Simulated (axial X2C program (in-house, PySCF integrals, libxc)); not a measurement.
## Cl₂: computed against measured constants

All values were computed with an axial X2C code built on PySCF integrals. Spin-free means the one-electron spin-free X2C Hamiltonian; two-component (2c) means X2C with spin–orbit coupling and atomic mean-field two-electron Coulomb and Gaunt terms, so the difference of the two also holds small scalar two-electron terms. Basis: Cl dyall-av3z [9s8p3d2f] (cores contracted in-house); Gaussian nuclei, density fitting, unrestricted open shells. Masses: Cl 34.969 u.

```json
{"Hamiltonian": "spin-free", "level": "PBE0", "Re (Å)": "1.994", "ωe (cm⁻¹)": "573.5", "ωexe (cm⁻¹)": "2.11", "De (eV)": "2.51"}
{"Hamiltonian": "spin-free", "level": "HF", "Re (Å)": "1.985", "ωe (cm⁻¹)": "610.4", "ωexe (cm⁻¹)": "1.89", "De (eV)": "0.743"}
{"Hamiltonian": "spin-free", "level": "MP2", "Re (Å)": "1.998", "ωe (cm⁻¹)": "569.5", "ωexe (cm⁻¹)": "2.18", "De (eV)": "2.50"}
{"Hamiltonian": "spin-free", "level": "CCSD", "Re (Å)": "2.012", "ωe (cm⁻¹)": "553.4", "ωexe (cm⁻¹)": "2.29", "De (eV)": "2.18"}
{"Hamiltonian": "spin-free", "level": "CCSD(T)", "Re (Å)": "2.020", "ωe (cm⁻¹)": "537.3", "ωexe (cm⁻¹)": "2.55", "De (eV)": "2.31"}
{"Hamiltonian": "spin-free", "level": "r2SCAN", "Re (Å)": "2.007", "ωe (cm⁻¹)": "549.8", "ωexe (cm⁻¹)": "2.16", "De (eV)": "2.51"}
{"Hamiltonian": "2c", "level": "PBE0", "Re (Å)": "1.994", "ωe (cm⁻¹)": "573.2", "ωexe (cm⁻¹)": "2.11", "De (eV)": "2.50"}
{"Hamiltonian": "2c", "level": "HF", "Re (Å)": "1.985", "ωe (cm⁻¹)": "610.0", "ωexe (cm⁻¹)": "1.89", "De (eV)": "0.624"}
{"Hamiltonian": "2c", "level": "MP2", "Re (Å)": "1.999", "ωe (cm⁻¹)": "569.2", "ωexe (cm⁻¹)": "2.18", "De (eV)": "2.43"}
{"Hamiltonian": "2c", "level": "CCSD", "Re (Å)": "2.012", "ωe (cm⁻¹)": "553.1", "ωexe (cm⁻¹)": "2.29", "De (eV)": "2.11"}
{"Hamiltonian": "2c", "level": "CCSD(T)", "Re (Å)": "2.020", "ωe (cm⁻¹)": "536.9", "ωexe (cm⁻¹)": "2.55", "De (eV)": "2.25"}
{"Hamiltonian": "2c", "level": "r2SCAN", "Re (Å)": "2.008", "ωe (cm⁻¹)": "549.5", "ωexe (cm⁻¹)": "2.16", "De (eV)": "2.51"}
```

De refers to Cl + Cl.

Correlated methods: 14 electrons correlated (number of frozen shells: Cl 2 s, 1 p), 194 virtual spin orbitals or spinors in MP2, 90 natural virtuals in coupled cluster.

Measured (Huber and Herzberg, Constants of Diatomic Molecules, 1979; state 1Σg+): Re (Å) 1.9879, ωe (cm⁻¹) 559.72, ωexe (cm⁻¹) 2.675.

(1) Work out the error of each level, computed minus measured.

The state is a single determinant with fixed occupations, the lowest that a limited PBE0 search found. The closed shell is kept restricted, so the energy runs too high when the bond is stretched far. Dissociation energies refer to the lowest single-determinant-based atoms at the same level and basis. Coupled cluster ran in a truncated set of natural virtual spinors; the MP2 energy of the rest was added. (T) has no such correction and the atoms are truncated less, which lowers De at CCSD(T) by a hundredth of an eV or more. A 2c atom that is not at its ground J level misses part of its spin–orbit lowering, and De is too large by that part (0.04 eV or less for light atoms). This holds for PBE0, r2SCAN. Without a current term, density functionals place determinants with orbital angular momentum somewhat too high.

Answers

(1) 

| Hamiltonian | level | Re (Å) | ωe (cm⁻¹) | ωexe (cm⁻¹) |
| --- | --- | --- | --- | --- |
| spin-free | PBE0 | 0.006 | 13.8 | -0.56 |
| spin-free | HF | -0.003 | 50.7 | -0.78 |
| spin-free | MP2 | 0.010 | 9.8 | -0.49 |
| spin-free | CCSD | 0.024 | -6.3 | -0.38 |
| spin-free | CCSD(T) | 0.032 | -22.4 | -0.12 |
| spin-free | r2SCAN | 0.019 | -9.9 | -0.51 |
| 2c | PBE0 | 0.006 | 13.5 | -0.56 |
| 2c | HF | -0.003 | 50.3 | -0.78 |
| 2c | MP2 | 0.011 | 9.5 | -0.49 |
| 2c | CCSD | 0.024 | -6.6 | -0.38 |
| 2c | CCSD(T) | 0.032 | -22.8 | -0.12 |
| 2c | r2SCAN | 0.020 | -10.2 | -0.51 |
